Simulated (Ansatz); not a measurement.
System: CH3O2, charge 1, multiplicity 1. It need not be the lowest isomer of its formula. 
Coordinates optimised at B3LYP-D3(BJ)/def2-TZVP (Ansatz, a first-principles code):
SMILES: C([OH2+])=O
```xyz
6

O     -1.0512    -0.5390    -0.0452
C      0.2216     0.5857     0.0087
O      1.2564     0.1357     0.1286
H     -0.7781    -1.4708    -0.1509
H     -0.3073     1.5344    -0.0525
H     -1.8852    -0.3516    -0.5157
```
Charge +1, spin multiplicity 1.

Basis-set convergence of Hartree-Fock and MP2 correlation energies (hartree) with Ansatz. Correlated levels leave the core frozen unless marked. No spin-orbit coupling. No relativistic terms.

| basis | functions | E(HF) | E(corr, MP2) |
|---|---|---|---|
| cc-pVDZ | - | -189.04185 | -0.50789 |
| cc-pVTZ | 132 | ___ | ___ |

Question: What belongs in the gaps?

Answer: 
- cc-pVTZ, E(HF): -189.10047
- cc-pVTZ, E(corr, MP2): -0.63333
